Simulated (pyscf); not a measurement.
Structures and frequencies: ωB97X-D3(BJ)/def2-SVP in PySCF.

**Question.** PBE/def2-TZVP puts the barrier of AsH₃ + germylene (GeH₂) [singlet] → H₂Ge=AsH + hydrogen (H₂) (concerted two-bond exchange; singlet surface; As–H, As–H broken, As–Ge, H–H formed) at 14.2 kcal/mol and the reaction energy at -21.1 kcal/mol, from the separated reactants. What do r²SCAN/def2-TZVP, PBE0-D3(BJ)/def2-TZVP, ωB97M-D3(BJ)/def2-TZVP give on the same structures?

**Answer.** r²SCAN: ΔE‡ = 15.5 kcal/mol, ΔE = -23.0 kcal/mol; PBE0-D3(BJ): ΔE‡ = 16.2 kcal/mol, ΔE = -20.3 kcal/mol; ωB97M-D3(BJ): ΔE‡ = 23.0 kcal/mol, ΔE = -13.8 kcal/mol. PBE's barrier lies under all of them, by 1.2 to 8.7 kcal/mol. Its reaction energy lies among theirs. On the reactant side the descent ends in an adduct with a As–Ge contact, 8.7 kcal/mol under the separated species and 27.3 kcal/mol under the saddle at ωB97X-D3(BJ)/def2-TZVP. What is counted as formed (As–Ge) is already present as a longer contact in the reactant adduct; forming that adduct is a step of its own. At ωB97X-D3(BJ)/def2-TZVP the barrier from the zero used here is 18.6 kcal/mol. One saddle was located; it need not be the lowest between these sides. Elements up to Kr have no core potential and no relativistic terms here.
